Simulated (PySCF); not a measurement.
How methods differ on the electron affinity of P

P⁻ [Ne] 3s2 3p4 (3P) → P [Ne] 3s2 3p3 (4S), as a difference of total energies. All numbers are calculated (PySCF 2.14, the spin-free X2C one-electron Hamiltonian (Gaussian nucleus), in aug-cc-pCVQZ-DK (10s9p7d5f3g, 134 functions)). Correlated levels: valence: [Ne] frozen; valence and next inner shell: 1s2 frozen; nothing frozen. The calculations carry no spin-orbit coupling.

```json
{"method": "UHF", "electron affinity (eV)": "-0.335", "plus first-order spin-orbit estimate": "-0.323", "error of that sum (eV)": "-1.070"}
{"method": "LDA", "electron affinity (eV)": "1.029", "plus first-order spin-orbit estimate": "1.041", "error of that sum (eV)": "+0.294"}
{"method": "PBE", "electron affinity (eV)": "0.877", "plus first-order spin-orbit estimate": "0.889", "error of that sum (eV)": "+0.142"}
{"method": "PBE0", "electron affinity (eV)": "0.775", "plus first-order spin-orbit estimate": "0.787", "error of that sum (eV)": "+0.040"}
{"method": "r2SCAN", "electron affinity (eV)": "0.787", "plus first-order spin-orbit estimate": "0.799", "error of that sum (eV)": "+0.052"}
{"method": "r2SCANh", "electron affinity (eV)": "0.764", "plus first-order spin-orbit estimate": "0.776", "error of that sum (eV)": "+0.029"}
{"method": "PW91", "electron affinity (eV)": "0.918", "plus first-order spin-orbit estimate": "0.930", "error of that sum (eV)": "+0.183"}
{"method": "M06-2X", "electron affinity (eV)": "0.839", "plus first-order spin-orbit estimate": "0.852", "error of that sum (eV)": "+0.105"}
{"method": "MP2 (valence)", "electron affinity (eV)": "0.534", "plus first-order spin-orbit estimate": "0.546", "error of that sum (eV)": "-0.201"}
{"method": "SCS-MP2 (valence)", "electron affinity (eV)": "0.621", "plus first-order spin-orbit estimate": "0.633", "error of that sum (eV)": "-0.114"}
{"method": "MP2 (valence and next inner shell)", "electron affinity (eV)": "0.524", "plus first-order spin-orbit estimate": "0.536", "error of that sum (eV)": "-0.211"}
{"method": "SCS-MP2 (valence and next inner shell)", "electron affinity (eV)": "0.611", "plus first-order spin-orbit estimate": "0.623", "error of that sum (eV)": "-0.124"}
{"method": "MP2 (all electrons)", "electron affinity (eV)": "0.524", "plus first-order spin-orbit estimate": "0.536", "error of that sum (eV)": "-0.211"}
{"method": "SCS-MP2 (all electrons)", "electron affinity (eV)": "0.611", "plus first-order spin-orbit estimate": "0.623", "error of that sum (eV)": "-0.124"}
```

Reference: 0.747 eV (measured; photodetachment measurements, as compiled on the Wikipedia data page of electron affinities).

A first-order spin-orbit estimate (lowest level to lowest level, LS coupling) adds 0.012 eV.

A negative affinity means that the anion lies above the atom at that level of theory.

In the anion the highest occupied orbital energy is positive at LDA, PBE, PBE0, r2SCAN, r2SCANh, PW91, M06-2X, a self-interaction effect; the basis confines that electron, and the energy difference can still be sensible.
